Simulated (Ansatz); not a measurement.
C3H4F2 (`C=C(F)CF`). Charge 0, multiplicity 1. The structure was optimised at the PBE0-D4/def2-TZVP level. It is one conformer, not always the lowest.

```xyz
9

C     0.243    1.368   -0.235
C     0.132    0.082   -0.495
F     0.364   -0.415   -1.721
C    -0.245   -1.018    0.437
F    -0.487   -0.532    1.695
H     0.046    1.723    0.766
H     0.526    2.068   -1.008
H    -1.146   -1.523    0.071
H     0.566   -1.754    0.490
```

Problem. What is the dipole moment at PBE/def2-TZVPP? (Estimate.)

Solution. The calculation gave: 0.40 D, with components (-0.01, -0.37, -0.15) D in this frame, pointing from negative to positive charge.

Problem. And with r2SCAN, B3LYP, ωB97M-V? (Best estimate.)

Solution. Computed: r2SCAN 0.40 D, B3LYP 0.35 D, ωB97M-V 0.36 D.

Problem. Give the Mulliken charges with PBE, B3LYP, r2SCAN in def2-TZVPP. (An estimate is asked.)

Solution. The calculation gave: 
| atom | PBE | B3LYP | r2SCAN |
| --- | --- | --- | --- |
| C1 | -0.25 | -0.27 | -0.25 |
| C2 | 0.16 | 0.19 | 0.19 |
| F3 | -0.17 | -0.21 | -0.21 |
| C4 | 0.06 | 0.10 | 0.18 |
| F5 | -0.19 | -0.24 | -0.23 |
| H6 | 0.11 | 0.12 | 0.10 |
| H7 | 0.10 | 0.12 | 0.10 |
| H8 | 0.09 | 0.09 | 0.06 |
| H9 | 0.09 | 0.09 | 0.06 |

B3LYP here is the variant with VWN-RPA as its local correlation; programs differ in this.
